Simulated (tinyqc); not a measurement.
Worked calculation: CCD on RHF in the sto-3g basis, frozen core, for BH2+, spin multiplicity 1. Computed by tinyqc, a small Python program that keeps every step (integrals from PySCF). Settings: charge = 1, multiplicity = 1, basis = sto-3g, method = RHF, frozen orbitals = 1, energy threshold = 1e-10, iteration cap = 63, orthogonalisation = symmetric, start = Wolfsberg-Helmholz matrix, DIIS depth = 6, amplitude equations = CCD, DIIS depth for amplitudes = 4, cap on updates = 89. Command: `OMP_NUM_THREADS=1 python tinyqc.py 26640 26641 out.jsonl` (the two numbers bound the seeds that draw the settings). One thread of a shared host (Intel(R) Xeon(R) Processor @ 2.60GHz), about 0.1 s of CPU time with the checks. The early iterations of the SCF are left out here.

## One-electron integrals

Geometry (angstrom):

| atom | x | y | z |
|---|---|---|---|
| B | 0.00000 | 0.00000 | 0.00000 |
| H | 0.00000 | 1.10300 | 0.65000 |
| H | 0.00000 | -1.10300 | 0.65000 |

Basis sto-3g: exponents (1/bohr^2) and contraction coefficients of normalised primitives:

| element | l (shell) | exponent | coefficient |
|---|---|---|---|
| B | s (1) | 48.79111 | 0.15433 |
| B | s (1) | 8.88736 | 0.53533 |
| B | s (1) | 2.40527 | 0.44463 |
| B | s (2) | 2.23696 | -0.09997 |
| B | s (2) | 0.51982 | 0.39951 |
| B | s (2) | 0.16906 | 0.70012 |
| B | p (3) | 2.23696 | 0.15592 |
| B | p (3) | 0.51982 | 0.60768 |
| B | p (3) | 0.16906 | 0.39196 |
| H | s (1) | 3.42525 | 0.15433 |
| H | s (1) | 0.62391 | 0.53533 |
| H | s (1) | 0.16886 | 0.44463 |

Overlap, kinetic and nuclear-attraction integrals over the contracted functions; the nuclear repulsion is the sum of Za Zb / Rab.

nuclear repulsion = 4.3731836 hartree

overlap S:
```
          1B 1s    1B 2s   1B 2px    1B 2py   1B 2pz    2H 1s     3H 1s
1B 1s   1.00000  0.26933  0.00000   0.00000  0.00000  0.05415   0.05415
1B 2s   0.26933  1.00000  0.00000   0.00000  0.00000  0.43030   0.43030
1B 2px  0.00000  0.00000  1.00000   0.00000  0.00000  0.00000   0.00000
1B 2py  0.00000  0.00000  0.00000   1.00000  0.00000  0.39316  -0.39316
1B 2pz  0.00000  0.00000  0.00000   0.00000  1.00000  0.23169   0.23169
2H 1s   0.05415  0.43030  0.00000   0.39316  0.23169  1.00000   0.08420
3H 1s   0.05415  0.43030  0.00000  -0.39316  0.23169  0.08420   1.00000
```

kinetic energy T (hartree):
```
           1B 1s     1B 2s   1B 2px    1B 2py   1B 2pz     2H 1s     3H 1s
1B 1s   10.82630  -0.04797  0.00000   0.00000  0.00000  -0.01411  -0.01411
1B 2s   -0.04797   0.35917  0.00000   0.00000  0.00000   0.06752   0.06752
1B 2px   0.00000   0.00000  1.12388   0.00000  0.00000   0.00000   0.00000
1B 2py   0.00000   0.00000  0.00000   1.12388  0.00000   0.16078  -0.16078
1B 2pz   0.00000   0.00000  0.00000   0.00000  1.12388   0.09475   0.09475
2H 1s   -0.01411   0.06752  0.00000   0.16078  0.09475   0.76003  -0.01143
3H 1s   -0.01411   0.06752  0.00000  -0.16078  0.09475  -0.01143   0.76003
```

nuclear attraction V (hartree):
```
            1B 1s     1B 2s    1B 2px    1B 2py    1B 2pz     2H 1s     3H 1s
1B 1s   -23.97405  -3.36200   0.00000   0.00000  -0.01630  -0.68002  -0.68002
1B 2s    -3.36200  -4.57766   0.00000   0.00000  -0.14791  -1.70900  -1.70900
1B 2px    0.00000   0.00000  -4.47661   0.00000   0.00000   0.00000   0.00000
1B 2py    0.00000   0.00000   0.00000  -4.63391   0.00000  -1.46942   1.46942
1B 2pz   -0.01630  -0.14791   0.00000   0.00000  -4.53124  -0.89312  -0.89312
2H 1s    -0.68002  -1.70900   0.00000  -1.46942  -0.89312  -3.51224  -0.32277
3H 1s    -0.68002  -1.70900   0.00000   1.46942  -0.89312  -0.32277  -3.51224
```

core Hamiltonian H = T + V (hartree):
```
            1B 1s     1B 2s    1B 2px    1B 2py    1B 2pz     2H 1s     3H 1s
1B 1s   -13.14775  -3.40997   0.00000   0.00000  -0.01630  -0.69413  -0.69413
1B 2s    -3.40997  -4.21850   0.00000   0.00000  -0.14791  -1.64147  -1.64147
1B 2px    0.00000   0.00000  -3.35273   0.00000   0.00000   0.00000   0.00000
1B 2py    0.00000   0.00000   0.00000  -3.51003   0.00000  -1.30864   1.30864
1B 2pz   -0.01630  -0.14791   0.00000   0.00000  -3.40735  -0.79837  -0.79837
2H 1s    -0.69413  -1.64147   0.00000  -1.30864  -0.79837  -2.75221  -0.33420
3H 1s    -0.69413  -1.64147   0.00000   1.30864  -0.79837  -0.33420  -2.75221
```

## Two-electron integrals

Functions are numbered as in S; the eight-fold symmetry (ij|kl) = (ji|kl) = (kl|ij) leaves the list below.

Two-electron integrals (ij|kl) in chemists' order, unique and non-zero (hartree):
```
(11|11) 2.92351    (21|11) 0.51838    (21|21) 0.10926    (22|11) 0.74423
(22|21) 0.19318    (22|22) 0.54480    (31|31) 0.02026    (32|31) 0.03000
(32|32) 0.12035    (33|11) 0.74249    (33|21) 0.19324    (33|22) 0.54468
(33|33) 0.58677    (41|41) 0.02026    (42|41) 0.03000    (42|42) 0.12035
(43|43) 0.03163    (44|11) 0.74249    (44|21) 0.19324    (44|22) 0.54468
(44|33) 0.52351    (44|44) 0.58677    (51|51) 0.02026    (52|51) 0.03000
(52|52) 0.12035    (53|53) 0.03163    (54|54) 0.03163    (55|11) 0.74249
(55|21) 0.19324    (55|22) 0.54468    (55|33) 0.52351    (55|44) 0.52351
(55|55) 0.58677    (61|11) 0.10381    (61|21) 0.02181    (61|22) 0.03871
(61|33) 0.03852    (61|41) 0.00136    (61|42) 0.00251    (61|44) 0.03896
(61|51) 0.00080    (61|52) 0.00148    (61|54) 0.00026    (61|55) 0.03867
(61|61) 0.00449    (62|11) 0.24965    (62|21) 0.06581    (62|22) 0.20405
(62|33) 0.19823    (62|41) 0.00625    (62|42) 0.03797    (62|44) 0.21106
(62|51) 0.00368    (62|52) 0.02237    (62|54) 0.00756    (62|55) 0.20268
(62|61) 0.01403    (62|62) 0.10518    (63|31) 0.00660    (63|32) 0.03080
(63|43) 0.00710    (63|53) 0.00418    (63|63) 0.01162    (64|11) 0.20110
(64|21) 0.05371    (64|22) 0.17577    (64|33) 0.16643    (64|41) 0.01101
(64|42) 0.06070    (64|44) 0.19076    (64|51) 0.00260    (64|52) 0.01762
(64|54) 0.01015    (64|55) 0.16995    (64|61) 0.01201    (64|62) 0.10610
(64|64) 0.11649    (65|11) 0.11851    (65|21) 0.03165    (65|22) 0.10358
(65|33) 0.09808    (65|41) 0.00260    (65|42) 0.01762    (65|44) 0.10405
(65|51) 0.00813    (65|52) 0.04119    (65|54) 0.01062    (65|55) 0.10852
(65|61) 0.00708    (65|62) 0.06253    (65|64) 0.06180    (65|65) 0.04804
(66|11) 0.40871    (66|21) 0.10974    (66|22) 0.38488    (66|33) 0.36199
(66|41) 0.01268    (66|42) 0.10213    (66|44) 0.41263    (66|51) 0.00747
(66|52) 0.06018    (66|54) 0.02984    (66|55) 0.37957    (66|61) 0.02385
(66|62) 0.25326    (66|64) 0.27771    (66|65) 0.16366    (66|66) 0.77461
(71|11) 0.10381    (71|21) 0.02181    (71|22) 0.03871    (71|33) 0.03852
(71|41) -0.00136   (71|42) -0.00251   (71|44) 0.03896    (71|51) 0.00080
(71|52) 0.00148    (71|54) -0.00026   (71|55) 0.03867    (71|61) 0.00429
(71|62) 0.01283    (71|64) 0.00997    (71|65) 0.00649    (71|66) 0.02127
(71|71) 0.00449    (72|11) 0.24965    (72|21) 0.06581    (72|22) 0.20405
(72|33) 0.19823    (72|41) -0.00625   (72|42) -0.03797   (72|44) 0.21106
(72|51) 0.00368    (72|52) 0.02237    (72|54) -0.00756   (72|55) 0.20268
(72|61) 0.01283    (72|62) 0.06965    (72|64) 0.05201    (72|65) 0.04043
(72|66) 0.12811    (72|71) 0.01403    (72|72) 0.10518    (73|31) 0.00660
(73|32) 0.03080    (73|43) -0.00710   (73|53) 0.00418    (73|63) 0.00700
(73|73) 0.01162    (74|11) -0.20110   (74|21) -0.05371   (74|22) -0.17577
(74|33) -0.16643   (74|41) 0.01101    (74|42) 0.06070    (74|44) -0.19076
(74|51) -0.00260   (74|52) -0.01762   (74|54) 0.01015    (74|55) -0.16995
(74|61) -0.00997   (74|62) -0.05201   (74|64) -0.03317   (74|65) -0.02966
(74|66) -0.09077   (74|71) -0.01201   (74|72) -0.10610   (74|74) 0.11649
(75|11) 0.11851    (75|21) 0.03165    (75|22) 0.10358    (75|33) 0.09808
(75|41) -0.00260   (75|42) -0.01762   (75|44) 0.10405    (75|51) 0.00813
(75|52) 0.04119    (75|54) -0.01062   (75|55) 0.10852    (75|61) 0.00649
(75|62) 0.04043    (75|64) 0.02966    (75|65) 0.02994    (75|66) 0.07779
(75|71) 0.00708    (75|72) 0.06253    (75|74) -0.06180   (75|75) 0.04804
(76|11) 0.04690    (76|21) 0.01237    (76|22) 0.03891    (76|33) 0.03775
(76|44) 0.03907    (76|51) 0.00117    (76|52) 0.00721    (76|55) 0.03988
(76|61) 0.00255    (76|62) 0.01716    (76|64) 0.01511    (76|65) 0.01112
(76|66) 0.03739    (76|71) 0.00255    (76|72) 0.01716    (76|74) -0.01511
(76|75) 0.01112    (76|76) 0.00354    (77|11) 0.40871    (77|21) 0.10974
(77|22) 0.38488    (77|33) 0.36199    (77|41) -0.01268   (77|42) -0.10213
(77|44) 0.41263    (77|51) 0.00747    (77|52) 0.06018    (77|54) -0.02984
(77|55) 0.37957    (77|61) 0.02127    (77|62) 0.12811    (77|64) 0.09077
(77|65) 0.07779    (77|66) 0.23951    (77|71) 0.02385    (77|72) 0.25326
(77|74) -0.27771   (77|75) 0.16366    (77|76) 0.03739    (77|77) 0.77461
```

## Orthogonalisation

S = U s U^T; symmetric (Loewdin) form X = U s^(-1/2) U^T, so that X^T S X = 1.

eigenvalues of S: 0.32620  0.40029  0.85865  1.00000  1.10264  1.51551  1.79671

X:
```
           1B 1s     1B 2s   1B 2px    1B 2py    1B 2pz     2H 1s     3H 1s
1B 1s    1.03173  -0.16419  0.00000   0.00000  -0.01200   0.02705   0.02705
1B 2s   -0.16419   1.23811  0.00000   0.00000   0.10962  -0.29826  -0.29826
1B 2px   0.00000   0.00000  1.00000   0.00000   0.00000   0.00000   0.00000
1B 2py   0.00000   0.00000  0.00000   1.16743   0.00000  -0.27084   0.27084
1B 2pz  -0.01200   0.10962  0.00000   0.00000   1.05740  -0.15684  -0.15684
2H 1s    0.02705  -0.29826  0.00000  -0.27084  -0.15684   1.21331  -0.01213
3H 1s    0.02705  -0.29826  0.00000   0.27084  -0.15684  -0.01213   1.21331
```

## Iteration 8 (converged): orbitals

converged F (hartree):
```
           1B 1s     1B 2s    1B 2px    1B 2py    1B 2pz     2H 1s     3H 1s
1B 1s   -7.93240  -2.30431   0.00000   0.00000   0.01065  -0.47353  -0.47353
1B 2s   -2.30431  -1.42974   0.00000   0.00000  -0.12311  -0.67473  -0.67473
1B 2px   0.00000   0.00000  -0.16550   0.00000   0.00000   0.00000   0.00000
1B 2py   0.00000   0.00000   0.00000  -0.60605   0.00000  -0.47402   0.47402
1B 2pz   0.01065  -0.12311   0.00000   0.00000  -0.23408  -0.23060  -0.23060
2H 1s   -0.47353  -0.67473   0.00000  -0.47402  -0.23060  -0.65623  -0.13987
3H 1s   -0.47353  -0.67473   0.00000   0.47402  -0.23060  -0.13987  -0.65623
```

Diagonalise F' = X^T F X, C = X C', fill 3 alpha and 3 beta electrons from the bottom; D = 2 C_occ C_occ^T. Each column has its largest component positive (the first on a tie).

F' = X^T F X (hartree):
```
          1         2         3         4         5         6         7
1  -7.74409  -1.17151   0.00000   0.00000   0.00243  -0.04204  -0.04204
2  -1.17151  -0.71288   0.00000   0.00000   0.03168  -0.38375  -0.38375
3   0.00000   0.00000  -0.16550   0.00000   0.00000   0.00000   0.00000
4   0.00000   0.00000   0.00000  -0.30222   0.00000  -0.38467   0.38467
5   0.00243   0.03168   0.00000   0.00000  -0.14614  -0.18106  -0.18106
6  -0.04204  -0.38375   0.00000  -0.38467  -0.18106  -0.26544  -0.03040
7  -0.04204  -0.38375   0.00000   0.38467  -0.18106  -0.03040  -0.26544
```

orbital energies (hartree): MO1 -7.93693, MO2 -0.97032, MO3 -0.81367, MO4 -0.24654, MO5 -0.16550, MO6 0.25484, MO7 0.27641

coefficients C:
```
             MO1       MO2       MO3       MO4      MO5       MO6       MO7
1B 1s    0.99223  -0.23453   0.00000   0.14010  0.00000  -0.18406   0.00000
1B 2s    0.02978   0.67723   0.00000  -0.57470  0.00000   0.97980   0.00000
1B 2px   0.00000   0.00000   0.00000   0.00000  1.00000   0.00000   0.00000
1B 2py   0.00000   0.00000   0.58819   0.00000  0.00000   0.00000   1.07872
1B 2pz   0.00126   0.12131   0.00000   0.79089  0.00000   0.73432   0.00000
2H 1s   -0.00516   0.29756   0.39621   0.23661  0.00000  -0.83135  -0.81684
3H 1s   -0.00516   0.29756  -0.39621   0.23661  0.00000  -0.83135   0.81684
```

D after iteration 8:
```
           1B 1s     1B 2s   1B 2px    1B 2py    1B 2pz     2H 1s     3H 1s
1B 1s    2.07904  -0.25856  0.00000   0.00000  -0.05441  -0.14981  -0.14981
1B 2s   -0.25856   0.91906  0.00000   0.00000   0.16439   0.40273   0.40273
1B 2px   0.00000   0.00000  0.00000   0.00000   0.00000   0.00000   0.00000
1B 2py   0.00000   0.00000  0.00000   0.69195   0.00000   0.46610  -0.46610
1B 2pz  -0.05441   0.16439  0.00000   0.00000   0.02944   0.07218   0.07218
2H 1s   -0.14981   0.40273  0.00000   0.46610   0.07218   0.49110  -0.13682
3H 1s   -0.14981   0.40273  0.00000  -0.46610   0.07218  -0.13682   0.49110
```

## Convergence

Stop when the energy changes by less than 1e-10 hartree and every element of the error matrix X^T (F D S - S D F) X is below 3e-06.

Course of the cycle:

| iteration | E (hartree) | change | largest element of the error matrix |
|---|---|---|---|
| 1 | -25.0493324 | - | 2.85e-01 |
| 2 | -25.1051513 | -5.58e-02 | 5.43e-02 |
| 3 | -25.1140927 | -8.94e-03 | 1.72e-02 |
| 4 | -25.1150709 | -9.78e-04 | 3.79e-04 |
| 5 | -25.1150711 | -2.55e-07 | 4.50e-05 |
| 6 | -25.1150711 | -2.63e-09 | 7.33e-06 |
| 7 | -25.1150711 | -1.13e-10 | 7.70e-07 |
| 8 | -25.1150711 | -1.45e-12 | 2.15e-08 |

PySCF RHF in the same basis = -25.1150711 hartree

Converged in 8 iterations.

## Integrals over molecular orbitals

(pq|rs) = sum C_ip C_jq C_kr C_ls (ij|kl), one index at a time.

one-electron integrals over orbitals h = C^T H C (hartree):
```
           1         2         3         4         5         6         7
1  -13.13441   0.28446   0.00000  -0.18899   0.00000   0.18610   0.00000
2    0.28446  -3.43949   0.00000   0.09592   0.00000  -0.51387   0.00000
3    0.00000   0.00000  -3.19343   0.00000   0.00000   0.00000  -0.52311
4   -0.18899   0.09592   0.00000  -3.24512   0.00000  -0.26550   0.00000
5    0.00000   0.00000   0.00000   0.00000  -3.35273   0.00000   0.00000
6    0.18610  -0.51387   0.00000  -0.26550   0.00000  -2.70436   0.00000
7    0.00000   0.00000  -0.52311   0.00000   0.00000   0.00000  -2.69873
```

Two-electron integrals over orbitals (pq|rs), unique and non-zero (hartree); the lowest 1 orbital is frozen and left out:
```
(22|22) 0.47749    (32|32) 0.13949    (33|22) 0.46568    (33|33) 0.48142
(42|22) 0.02430    (42|33) 0.01858    (42|42) 0.06816    (43|32) 0.02269
(43|43) 0.03187    (44|22) 0.43681    (44|33) 0.42462    (44|42) -0.07246
(44|44) 0.57670    (52|52) 0.07414    (53|53) 0.01901    (54|52) -0.03360
(54|54) 0.04443    (55|22) 0.47096    (55|33) 0.43806    (55|42) -0.03903
(55|44) 0.50628    (55|55) 0.58677    (62|22) 0.05278    (62|33) 0.01521
(62|42) -0.00494   (62|44) 0.05589    (62|55) 0.10010    (62|62) 0.08766
(63|32) -0.06403   (63|43) -0.02650   (63|63) 0.07360    (64|22) 0.02245
(64|33) 0.00233    (64|42) -0.00840   (64|44) 0.04777    (64|55) 0.04200
(64|62) 0.04609    (64|64) 0.03302    (65|52) 0.04981    (65|54) -0.01239
(65|65) 0.04165    (66|22) 0.48529    (66|33) 0.47337    (66|42) 0.05541
(66|44) 0.41090    (66|55) 0.45141    (66|62) 0.03839    (66|64) 0.01427
(66|66) 0.53587    (72|32) -0.01770   (72|43) -0.03337   (72|63) 0.05065
(72|72) 0.05409    (73|22) 0.03325    (73|33) 0.02173    (73|42) -0.05612
(73|44) 0.10057    (73|55) 0.10464    (73|62) 0.06894    (73|64) 0.04031
(73|66) -0.00951   (73|73) 0.11037    (74|32) -0.07170   (74|43) 0.00460
(74|63) 0.03932    (74|72) 0.00417    (74|74) 0.05804    (75|53) 0.01632
(75|75) 0.01796    (76|32) 0.11346    (76|43) 0.03640    (76|63) -0.07748
(76|72) -0.04403   (76|74) -0.05710   (76|76) 0.12094    (77|22) 0.46279
(77|33) 0.47945    (77|42) 0.00096    (77|44) 0.45634    (77|55) 0.45526
(77|62) 0.01311    (77|64) 0.00166    (77|66) 0.47969    (77|73) 0.03146
(77|77) 0.50459
```

## CCD: starting amplitudes

t_ij^ab = <ij||ab> / (e_i + e_j - e_a - e_b), whose energy is MP2.

Starting amplitudes (spin orbitals 1a, 1b, ...; amplitudes related by a flip of all spins are not repeated):

| from | to | t |
|---|---|---|
| 3a 3b | 7a 7b | -0.05063 |
| 2a 2b | 4a 4b | -0.04709 |
| 2a 2b | 5a 5b | -0.04606 |
| 2a 2b | 6a 6b | -0.03578 |
| 3a 3b | 6a 6b | -0.03444 |
| 2a 3b | 4a 7b | 0.03094 |
| 2a 3b | 6a 7b | -0.02978 |
| 3a 3b | 4a 4b | -0.02810 |
| 2a 3b | 6b 7a | 0.02188 |
| 2a 2b | 7a 7b | -0.02169 |
| 2a 3b | 4b 7a | -0.01840 |
| 3a 3b | 4a 6b | 0.01620 |
| 3a 3b | 5a 5b | -0.01467 |
| 2a 3a | 4a 7a | 0.01254 |
| 2a 3a | 6a 7a | -0.00790 |
| 2a 2b | 4a 6b | 0.00253 |

correlation energy = -0.0329979 hartree

## CCD: amplitude update 1

t_ij^ab D_ij^ab are set to the remaining terms of the spin-orbital equations, evaluated with the old amplitudes; for the doubles these are <ij||ab> + 1/2 <ab||ef> t_ij^ef + 1/2 <mn||ij> t_mn^ab + P(ij)P(ab) <mb||ej> t_im^ae + terms in t^2, D the orbital-energy denominators.

Amplitudes after update 1 (spin orbitals 1a, 1b, ...; amplitudes related by a flip of all spins are not repeated):

| from | to | t |
|---|---|---|
| 3a 3b | 7a 7b | -0.06575 |
| 2a 2b | 5a 5b | -0.06089 |
| 2a 2b | 4a 4b | -0.06032 |
| 2a 2b | 6a 6b | -0.04465 |
| 3a 3b | 6a 6b | -0.04456 |
| 2a 3b | 4a 7b | 0.04206 |
| 2a 3b | 6a 7b | -0.04020 |
| 3a 3b | 4a 4b | -0.03851 |
| 2a 3b | 6b 7a | 0.03168 |
| 2a 2b | 7a 7b | -0.02896 |
| 2a 3b | 4b 7a | -0.02771 |
| 3a 3b | 4a 6b | 0.02660 |
| 2a 3a | 4a 7a | 0.01435 |
| 3a 3b | 5a 5b | -0.01393 |
| 2a 3a | 6a 7a | -0.00852 |
| 2a 2b | 4a 6b | 0.00293 |

correlation energy = -0.0438615 hartree

## CCD: amplitude update 2

As before.

Amplitudes after update 2 (spin orbitals 1a, 1b, ...; amplitudes related by a flip of all spins are not repeated):

| from | to | t |
|---|---|---|
| 3a 3b | 7a 7b | -0.07066 |
| 2a 2b | 5a 5b | -0.06597 |
| 2a 2b | 4a 4b | -0.06408 |
| 3a 3b | 6a 6b | -0.04776 |
| 2a 2b | 6a 6b | -0.04710 |
| 2a 3b | 4a 7b | 0.04602 |
| 2a 3b | 6a 7b | -0.04352 |
| 3a 3b | 4a 4b | -0.04328 |
| 2a 3b | 6b 7a | 0.03522 |
| 3a 3b | 4a 6b | 0.03250 |
| 2a 2b | 7a 7b | -0.03187 |
| 2a 3b | 4b 7a | -0.03173 |
| 2a 3a | 4a 7a | 0.01429 |
| 3a 3b | 5a 5b | -0.01100 |
| 2a 3a | 6a 7a | -0.00829 |
| 2a 2b | 4a 6b | 0.00307 |

correlation energy = -0.0475742 hartree

## CCD: convergence

E_corr = 1/4 sum <ij||ab> t_ij^ab; stop when the norm of the change is below 1e-8.

Course of the amplitude iterations:

| update | correlation energy (hartree) | norm of the change |
|---|---|---|
| 0 | -0.0329979 | - |
| 1 | -0.0438615 | 8.99e-02 |
| 2 | -0.0475742 | 3.47e-02 |
| 3 | -0.0498282 | 1.51e-02 |
| 4 | -0.0498156 | 2.98e-03 |
| 5 | -0.0498227 | 6.65e-04 |
| 6 | -0.0498193 | 1.06e-04 |
| 7 | -0.0498188 | 3.63e-05 |
| 8 | -0.0498195 | 6.74e-06 |
| 9 | -0.0498197 | 1.63e-06 |
| 10 | -0.0498197 | 6.61e-07 |
| 11 | -0.0498196 | 2.99e-07 |
| 12 | -0.0498196 | 5.33e-08 |
| 13 | -0.0498196 | 1.93e-08 |
| 14 | -0.0498196 | 3.40e-09 |

Converged amplitudes (spin orbitals 1a, 1b, ...; amplitudes related by a flip of all spins are not repeated):

| from | to | t |
|---|---|---|
| 3a 3b | 7a 7b | -0.07269 |
| 2a 2b | 5a 5b | -0.06978 |
| 2a 2b | 4a 4b | -0.06497 |
| 3a 3b | 4a 4b | -0.04932 |
| 3a 3b | 6a 6b | -0.04926 |
| 2a 3b | 4a 7b | 0.04900 |
| 2a 2b | 6a 6b | -0.04803 |
| 2a 3b | 6a 7b | -0.04526 |
| 3a 3b | 4a 6b | 0.03885 |
| 2a 3b | 6b 7a | 0.03707 |
| 2a 3b | 4b 7a | -0.03476 |
| 2a 2b | 7a 7b | -0.03397 |
| 2a 3a | 4a 7a | 0.01423 |
| 2a 3a | 6a 7a | -0.00820 |
| 3a 3b | 5a 5b | -0.00522 |
| 2a 2b | 4a 6b | 0.00276 |

CCD total energy = -25.1648908 hartree

Converged in 14 updates, with DIIS from the third.
